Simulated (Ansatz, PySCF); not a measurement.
Bond stretch in Li₂, singlet.

- UKS-CAM-B3LYP = unrestricted CAM-B3LYP/aug-cc-pVQZ in Ansatz (a first-principles code)
- UHF/STO-3G = unrestricted Hartree-Fock/STO-3G in PySCF
- FCI = full CI/aug-cc-pVQZ, frozen core run with Ansatz

Energies relative to the lowest point of each curve near equilibrium, in kcal/mol:

| R / Å | UKS-CAM-B3LYP | UHF/STO-3G |
|---|---|---|
| 2.07 | 10.7 | 12.9 |
| 2.46 | 1.0 | 2.9 |
| 2.69 | 0.0 | 0.4 |
| 2.92 | 1.0 | 0.0 |
| 3.00 | 1.6 | 0.2 |
| 3.15 | 3.1 | 0.7 |
| 3.47 | 7.3 | 2.2 |
| 3.73 | 10.7 | 3.4 |
| 4.10 | 14.3 | 4.8 |
| 4.61 | 17.5 | 5.9 |
| 4.94 | 18.8 | 6.4 |
| 8.22 | 21.2 | 7.0 |

Predict the corresponding FCI column.

2.07: 11.0; 2.46: 1.2; 2.69: 0.0; 2.92: 0.7; 3.00: 1.3; 3.15: 2.7; 3.47: 6.2; 3.73: 9.4; 4.10: 13.5; 4.61: 18.0; 4.94: 20.0; 8.22: 24.0 (kcal/mol).

The unrestricted determinant behind UKS-CAM-B3LYP is spin-contaminated at 3.73 to 8.22 Å (<S²> up to 1.0, against 0.00 for a pure singlet). The unrestricted determinant behind UHF/STO-3G is spin-contaminated at 2.07 to 8.22 Å (<S²> up to 1.0, against 0.00 for a pure singlet).
